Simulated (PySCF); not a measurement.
Static response to an electric field

Chloroethane, C2H5Cl.
Structure used (GFN2-xTB), in Å, numbered top down from 1:
```
atom  x, y, z in Å
C1    -0.797    0.041   -0.042
C2     0.699   -0.191   -0.016
Cl3    1.559    1.295    0.484
H4    -1.156    0.329    0.942
H5    -1.051    0.829   -0.748
H6    -1.298   -0.876   -0.345
H7     1.081   -0.454   -1.002
H8     0.972   -0.964    0.702
```

Level: CAM-B3LYP/def2-SVPD (PySCF), static field, nuclei fixed, core orbitals frozen in the response. The polarisability tensor in these axes (au):

```
x   43.81  4.90  1.98
y    4.90 42.36  2.27
z    1.98  2.27 36.62
```

Task: Give the principal values, the mean and the anisotropy Δα = √{½[(α1 − α2)² + (α2 − α3)² + (α1 − α3)²]}.

Result: Principal values 35.81, 38.21 and 48.78 au; mean 40.93 au = 6.07 Å³ = 6.75 × 10⁻⁴⁰ C²·m²/J; Δα = 11.95 au (29 % of the mean).

Task: What is the dipole moment, and where does it point?

Result: (-1.22, -1.70, -0.59) D, 2.17 D in size, pointing from the negative to the positive side. Measured along this direction, the outermost atoms are Cl3 at the negative end and H6 at the positive end.

Task: Along which axes do the principal values lie, and how far do the nuclei extend along each?

Result: Largest value along (0.73, 0.64, 0.24), where the nuclei span 3.67 Å; middle along (-0.68, 0.71, 0.17), 2.41 Å; least along (-0.06, -0.29, 0.96), 1.78 Å. The response follows the extents in order.

Task: Orientational against electronic polarisability at 400 K (dilute gas, rigid molecules)?

Result: In Gaussian units μ²/3kT = 28.47 Å³ against 6.07 Å³, a ratio of 4.69; the Debye molar polarisation (4π/3)N_A(α + μ²/3kT) is 87.1 cm³/mol, leaving out the vibrational part.

Task: Give the eigenvalues of the traceless quadrupole moment Θ = ½Σq(3rr − r²1), origin at the centre of nuclear charge.

Result: -1.19, 0.14, 1.05 D·Å. The values depend on the origin, since the dipole doesn't vanish. The electronic extent ⟨r²⟩ about the same centre is 281 bohr², a root-mean-square distance of 1.52 Å for the 34 electrons.

Task: Estimate the molar refractivity from the static electronic polarisability.

Result: Lorentz–Lorenz: R = (4π/3)N_A α = 2.5225 cm³/(mol·Å³) × 6.07 Å³ = 15.3 cm³/mol, in the limit of long wavelengths.

Task: Sum over states: ᾱ = Σ f/ω², ω in Eh. What share falls to these 8 lowest TDDFT singlets (eV, f)? 7.41, 0.0016; 7.46, 0.0021; 8.18, 0.0230; 8.25, 0.0559; 9.16, 0.0143; 9.17, 0.0184; 9.21, 0.0000; 9.28, 0.0579.

Result: They add up to 1.70 au, 4.1 % of the 40.93 au; the largest single term is 0.61 au, from the state at 8.25 eV. Terms in order: 0.02, 0.03, 0.25, 0.61, 0.13, 0.16, 0.00, 0.50 au. Higher excitations give the rest. The strengths listed sum to 0.173.

Isolated species at its GFN2-xTB geometry, gas phase.
